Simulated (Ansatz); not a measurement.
Basis-set series for C3H4F2O (`CC(=O)C(F)F`). Total charge 0; spin multiplicity 1. The geometry is a stationary point of PBE0-D4/def2-TZVP. It is one conformer, not always the lowest.

```xyz
10

C     1.2709    0.1802    0.1916
C     0.0475    0.1191   -0.6641
O     0.0249    0.3102   -1.8499
C    -1.2675   -0.2181    0.0510
F    -1.1587   -1.4318    0.6435
F    -1.5006    0.6947    1.0246
H     2.1376    0.4225   -0.4194
H     1.4176   -0.7792    0.6947
H     1.1367    0.9308    0.9748
H    -2.1084   -0.2284   -0.6467
```

```
functional       basis  functions  energy (Eh)  HOMO (eV)  LUMO (eV)
   PBE0-D4  def2-TZVPP        242   -391.38985      -7.96      -1.33
   PBE0-D4  def2-QZVPP        462   -391.41028      -8.00      -1.39
   ωB97M-V  def2-TZVPP        242   -391.67700     -10.38       1.03
   ωB97M-V  def2-QZVPP        462   -391.69645     -10.42       0.96
```

(1) Give the rows for def2-SVP. (Best estimate.)

Answers

(1) The calculation gave: 
```json
{"functional": "PBE0-D4", "basis": "def2-SVP", "functions": "104", "energy (Eh)": "-390.92771", "HOMO (eV)": "-7.79", "LUMO (eV)": "-1.16"}
{"functional": "ωB97M-V", "basis": "def2-SVP", "functions": "104", "energy (Eh)": "-391.20140", "HOMO (eV)": "-10.19", "LUMO (eV)": "1.25"}
```

Positive LUMOs are unbound and depend on the basis.

All numbers were calculated with Ansatz.
